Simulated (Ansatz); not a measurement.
Ansatz (an electronic-structure program) input (B3LYP-D3(BJ)/def2-TZVP):

Ansatz 0.2 input:
```yaml
crystal:
  periodic: [false, false, false]
  atoms:
    - {symbol: C, position_ang: [1.06955927, -0.21115395, -0.06133799]}
    - {symbol: C, position_ang: [-0.22093261, 0.23786803, 0.51815945]}
    - {symbol: N, position_ang: [-1.35914708, 0.20470158, -0.29777662]}
    - {symbol: H, position_ang: [1.49612604, 0.52033737, -0.76178654]}
    - {symbol: H, position_ang: [1.79951539, -0.36943776, 0.73046869]}
    - {symbol: H, position_ang: [0.93903467, -1.14569922, -0.60843424]}
    - {symbol: H, position_ang: [-0.21827925, 1.02539764, 1.25343220]}
    - {symbol: H, position_ang: [-2.22716733, 0.33291309, 0.20378380]}
    - {symbol: H, position_ang: [-1.38826854, -0.60160644, -0.90853503]}
basis:
  gaussian:
    orbitals: def2-TZVP
hamiltonian:
  xc: b3lyp
  dispersion: d3bj
magnetization: {spin_polarized: true, initial_magnetization: 1}
relax: {f_tol: 0.002, max_steps: 150}
```

End of the output:

```
the calculation of the forces begins
reference -3662.09323347 eV, -134.5794440741 hartree; 13, 12 occupied and 116, 117 virtual orbitals, 779 factors
relax step   5: F+E_penalty+E_count = -3662.30104884 eV  Δ(F+E_penalty+E_count) = +4.809e-4 eV  max|allowed force component| = 7.885e-2 eV/Å  Δτ_max = 0.0200 Å  (32 SCF iters, rejected (line search))
these checks for a lower state are left out or cut short: starts, cluster_reference, orbital_swaps, neighbouring_geometries, increment
integrals: 0.03 GiB planned
779 factors; their error is unknown
mean field: 0.50 GiB planned
mean field -3662.09376641 eV, -134.5794636592 hartree, gradient 1.8e-5 eV, S^2 0.753743; 0 other end points of the search recorded, 0 dependent functions left out
the calculation of the forces begins
reference -3662.09399976 eV, -134.5794722346 hartree; 13, 12 occupied and 116, 117 virtual orbitals, 779 factors
relax step   6: F+E_penalty+E_count = -3662.30168085 eV  Δ(F+E_penalty+E_count) = -1.511e-4 eV  max|allowed force component| = 3.640e-3 eV/Å  Δτ_max = 0.0090 Å  (33 SCF iters, accepted)
these checks for a lower state are left out or cut short: starts, cluster_reference, orbital_swaps, neighbouring_geometries, increment
integrals: 0.03 GiB planned
779 factors; their error is unknown
mean field: 0.50 GiB planned
mean field -3662.09376664 eV, -134.5794636676 hartree, gradient 1.8e-5 eV, S^2 0.753742; 0 other end points of the search recorded, 0 dependent functions left out
the calculation of the forces begins
reference -3662.09400004 eV, -134.5794722450 hartree; 13, 12 occupied and 116, 117 virtual orbitals, 779 factors
relax step   7: F+E_penalty+E_count = -3662.30169352 eV  Δ(F+E_penalty+E_count) = -1.267e-5 eV  max|allowed force component| = 2.480e-3 eV/Å  Δτ_max = 0.0051 Å  (32 SCF iters, accepted)
these checks for a lower state are left out or cut short: starts, cluster_reference, orbital_swaps, neighbouring_geometries, increment
integrals: 0.03 GiB planned
779 factors; their error is unknown
mean field: 0.50 GiB planned
mean field evaluation 64: about -3662.0938 eV, gradient 4.3e-3 eV
mean field -3662.09377118 eV, -134.5794638347 hartree, gradient 1.8e-5 eV, S^2 0.753743; 0 other end points of the search recorded, 0 dependent functions left out
the calculation of the forces begins
reference -3662.09400460 eV, -134.5794724125 hartree; 13, 12 occupied and 116, 117 virtual orbitals, 779 factors
relax step   8: F+E_penalty+E_count = -3662.30169397 eV  Δ(F+E_penalty+E_count) = -4.478e-7 eV  max|allowed force component| = 6.085e-4 eV/Å  Δτ_max = 0.0006 Å  (33 SCF iters, accepted)
integrals: 0.03 GiB planned
779 factors; their error is unknown
mean field: 0.50 GiB planned
mean field -3662.09377118 eV, -134.5794638347 hartree, gradient 1.8e-5 eV, S^2 0.753743; 1 other end points of the search recorded, 0 dependent functions left out
the calculation of the forces begins
reference -3662.09400460 eV, -134.5794724125 hartree; 13, 12 occupied and 116, 117 virtual orbitals, 779 factors
Total energy: -3662.30192738 eV, -134.5871134338 hartree
Atom 0 at     1.070523    -0.213599    -0.058572 Å, force    -0.000199    -0.000066    -0.000043 eV/Å
Atom 1 at    -0.226348     0.203076     0.536254 Å, force     0.000330     0.000050     0.000362 eV/Å
Atom 2 at    -1.345271     0.225249    -0.301468 Å, force     0.000148     0.000608    -0.000480 eV/Å
Atom 3 at     1.426106     0.482161    -0.835546 Å, force    -0.000144     0.000013     0.000020 eV/Å
Atom 4 at     1.844926    -0.275067     0.706453 Å, force     0.000046    -0.000004     0.000154 eV/Å
Atom 5 at     0.995699    -1.199773    -0.531901 Å, force     0.000076    -0.000030    -0.000090 eV/Å
Atom 6 at    -0.238690     0.940834     1.328842 Å, force    -0.000160    -0.000115    -0.000217 eV/Å
Atom 7 at    -2.226085     0.386133     0.164458 Å, force    -0.000005    -0.000141     0.000307 eV/Å
Atom 8 at    -1.410419    -0.555693    -0.940545 Å, force    -0.000092    -0.000317    -0.000014 eV/Å
Dipole moment:    -0.174943    -0.101943    -0.030562 e Å
```

It need not be the lowest isomer of its formula.
